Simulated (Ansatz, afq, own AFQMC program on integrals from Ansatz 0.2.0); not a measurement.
Two steps: Ansatz 0.2.0 writes the Fock matrix and Cholesky factors of the valence space, and afq projects on them the lowest state that overlaps trial and start.

```yaml
crystal:
  periodic: [false, false, false]
  atoms:
    - {symbol: Ge, position_ang: [0.000000, -0.045054, 0.336205]}
    - {symbol: O, position_ang: [0.000000, 0.151798, -1.443563]}
    - {symbol: H, position_ang: [0.000000, 1.535873, 0.576619]}
    - {symbol: H, position_ang: [0.000000, -0.698502, -1.891995]}
basis:
  gaussian: {orbitals: cc-pVDZ}
magnetization: {spin_polarized: true, initial_magnetization: 2}
correlation: {method: ccsd_t, electrons: outside_noble_gas, hamiltonian_folder: ham}
```

```sh
$ ansatz run in.yaml --threads 1 --pin off --events-out ev --progress --plain --max-ram 1843MiB
```

afq runs on the folder ham with

```
--method phaseless --trial cisd --walkers 60 --populations 1 --least-time 40 --time-step 0.005 --steps-per-block 50 --equilibration-blocks 28 --max-blocks 300 --target-error 0.00042 --factor-cut 1e-05 --start spin_pure --seed 5320 --release-times 0.24,0.51,0.99,1.62,2.4 --release-step 0.03 --release-every 4 --taylor-order 6
```

Times are imaginary, in 1/Eh. The walk had a cap of 1252 s. Filled inner d shells are frozen with the cores.

afq prints:

```
orbitals 36  electrons 7 5  factors 285 of 543
reference energy -2151.29533949 Eh
CCSD correlation -0.27522211 Eh in 12 cycles, weight of the determinant in the CISD state 0.8927
energy of the start -2151.570049 Eh
 block  time / (1/Eh)  mean weight  energy / Eh
     1     0.250  0.9998  -2151.568028
     2     0.500  0.9983  -2151.569767
     3     0.750  0.9993  -2151.576140
     4     1.000  0.9996  -2151.584390
     5     1.250  0.9985  -2151.576546
     9     2.250  1.0010  -2151.576092
    33     8.250  1.0028  -2151.570846
    65    16.250  0.9971  -2151.583100
    81    20.250  0.9996  -2151.569233
    97    24.250  1.0034  -2151.576799
   129    32.250  1.0005  -2151.575015
   161    40.250  0.9978  -2151.575002
   193    48.250  0.9999  -2151.574170
   225    56.250  1.0029  -2151.578605
   233    58.250  1.0011  -2151.593641
   257    64.250  1.0010  -2151.573261
   289    72.250  0.9973  -2151.579692
   321    80.250  1.0005  -2151.581797
blocks merged  error / Eh  count
     1  0.000382  300
     2  0.000450  150
     4  0.000540  75
     8  0.000487  37
    16  0.000559  18
    32  0.000739  9
released: time / (1/Eh)  energy / Eh  error  mean overlap
  0.24  -2151.579038  0.000518  0.9997
  0.51  -2151.579477  0.000547  0.9899
  0.99  -2151.579528  0.000534  0.9734
  1.62  -2151.580682  0.000708  0.9563
  2.40  -2151.579230  0.000811  0.9351
energy -2151.578735 +/- 0.000559 Eh
(rows thinned)
```

The run passed its tests (sampling time, drift between the halves within three errors, error under three times the target), which doesn't prove that it has relaxed.

Against this walk (error 15.2 meV) on the same determinant: CCSD(T) 37.2 meV higher. The error is statistical and leaves out the bias of the constraint. Released to 2.40 1/Eh the energy moves by -13 ± 27 meV (both errors), within twice the noise.

Cautions: constraint bias not in the error; error above the target (15.2 against 11.4 meV); no relativity below Rb; no spin-orbit coupling; inner d shell frozen; another spin lies lower.

The walk took 16 min on 1 thread of Arm Neoverse N1, on a shared host. The log's last line is the phaseless energy.

A walk keeps the symmetry of its determinant, which the program's search chose and which needn't be the lowest solution, so a lower state of the same spin and another symmetry isn't excluded.
